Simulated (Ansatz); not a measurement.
**AlSiH (singlet): wave-function methods side by side at angle Al2–Si1–H3 = 180.0°, cc-pVTZ**

The task here is to estimate one member of a computed series from the others.

The runs use Ansatz 0.2.0, Gaussian basis; cc-pVTZ, core rule «outside noble gas», up to 10 orbitals frozen.

Plan: UHF; CCSD(T) on RHF; CCSD(T) on UHF; BCCD(T) on RHF; CISD; CCSDT(Q) on RHF; CASSCF and NEVPT2, 8 electrons in 9 orbitals.

17 further runs of the same task are left out: 2 for a known fault of the program, 9 that didn't finish, 6 set aside as unsound or not needed.

## The system

The geometry derives from a PBE0/def2-TZVP stationary point (not a proven minimum). One angle is set to the value named; bond lengths are kept.

3 atoms, charge 0, spin multiplicity 1.

Atoms are counted from 1 here; the program's logs count them from 0.

Bond lengths: Si1–Al2 2.647 Å, Si1–H3 1.545 Å. Angles: Al2–Si1–H3 180.0°.

Set-up of the first run:

in.yaml reads:

```yaml
crystal:
  periodic: [false, false, false]
  atoms:
    - {symbol: Si, position_ang: [0.000000, 0.000000, -0.367175]}
    - {symbol: Al, position_ang: [0.000000, 0.000000, 2.279346]}
    - {symbol: H, position_ang: [0.000000, 0.000000, -1.912171]}
basis:
  gaussian: {orbitals: cc-pVTZ}
magnetization: {spin_polarized: true, initial_magnetization: 0}
hamiltonian: {xc: hf}
output: {orbitals: {seedname: orbitals}}
```

Launch:

```sh
ansatz run in.yaml --threads 1 --pin off --events-out ev --progress --plain --max-ram 2393MiB
```

Among the steps run: UHF; CCSD(T) on RHF; CCSD(T) on UHF; BCCD(T) on RHF; CISD; CCSDT(Q) on RHF; CASSCF and NEVPT2, 8 electrons in 9 orbitals.

One table of the session follows, with a row left open; its other results are not shown here.

It belongs to the step «Misses and costs». 

```
        method  from RCCSDT(Q) (meV)
           RHF               +5739.9
           UHF               +4714.3
          RMP2               +1478.7
          UMP2                +945.5
          CISD               +1002.9
         RCCSD                +515.2
         UCCSD                 -26.2
      RCCSD(T)                     ?
      UCCSD(T)                -296.2
       BCCD(T)                +212.8
        RCCSDT                 +86.7
     RCCSDT(Q)                     0
CASSCF valence               +3504.6
NEVPT2 valence               +1123.4
```

Q: Estimate the row for RCCSD(T) from the others.

The run gave: from RCCSDT(Q) (meV): +213.0. In the column «from RCCSDT(Q) (meV)» it lies between BCCD(T) (+212.8) and RCCSD (+515.2).

The program flags UCCSD(T), RCCSDT(Q) as in doubt (see the logs), so the zero of the table is itself unsure.

Limits of these values: The determinant is far from a pure spin state, so its energy mixes those of several spin states (harmless only where they are near-degenerate, as at dissociation). The report flags that the cluster equations may have other roots. The program flags UCCSD(T), RCCSDT(Q) as in doubt, so the zero of the table is itself unsure. Warnings: restricted reference is unstable; spin contamination; large T1 diagnostic. Restricted and unrestricted rows rest on different reference determinants; where their highest levels disagree by more than a few hundredths of an eV, they describe different states and don't form one ladder.
